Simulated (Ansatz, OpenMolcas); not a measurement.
BH3 (SMILES [H]B([H])[H]): the energy, rung by rung

BH3: 4 atoms, total charge 0, spin state singlet. As SMILES, `[H]B([H])[H]`. The coordinates come from a GFN2-xTB relaxation.

```jsonl
{"atom": "B", "x (Å)": "0.0001", "y (Å)": "0.0000", "z (Å)": "-0.0014"}
{"atom": "H", "x (Å)": "1.1639", "y (Å)": "-0.0303", "z (Å)": "0.0153"}
{"atom": "H", "x (Å)": "-0.5553", "y (Å)": "1.0234", "z (Å)": "-0.0186"}
{"atom": "H", "x (Å)": "-0.6086", "y (Å)": "-0.9931", "z (Å)": "0.0048"}
```

Each level gives the energy change with the B1–H4 bond stretched from 1.165 to 1.747 Å (eV). The values are calculated.

| level | kind | program | value (eV) | less FCI/3-21G | CPU time (all runs) |
| --- | --- | --- | --- | --- | --- |
| HF/3-21G (restricted) | Hartree–Fock | Ansatz | 1.80 | +0.32 | 0.11 s |
| SVWN5/3-21G (restricted) | LDA | Ansatz | 1.52 | +0.04 | 0.62 s |
| r2SCAN/3-21G (restricted) | meta-GGA | Ansatz | 1.62 | +0.14 | 2.1 s |
| B3LYP/3-21G (restricted) | global hybrid | Ansatz | 1.65 | +0.17 | 0.91 s |
| CAM-B3LYP/3-21G (restricted) | range-separated hybrid | Ansatz | 1.70 | +0.22 | 1.1 s |
| wB97M-V/3-21G (restricted) | range-separated hybrid | Ansatz | 1.69 | +0.21 | 11 s |
| B2PLYP/3-21G (restricted) | double hybrid | Ansatz | 1.67 | +0.19 | 1.2 s |
| ACPF/3-21G (restricted) | coupled cluster or CI | OpenMolcas | 1.48 | 0.00 | 3.4 s |
| FCI/3-21G | exact in the basis | OpenMolcas | 1.48 | 0.00 | 7.2 s |

FCI/3-21G is exact within its basis and frozen core, so for wave-function methods in that basis the difference is their error; functionals converge differently with the basis, so for them it is only a difference. The first shape isn't each level's own minimum. The values span 1.48 to 1.80 eV. All rows use very small basis sets, so even the best lies far from the true value. Times are those of the runs behind each value, whatever else they computed, on shared processors of several kinds: orders of magnitude only.
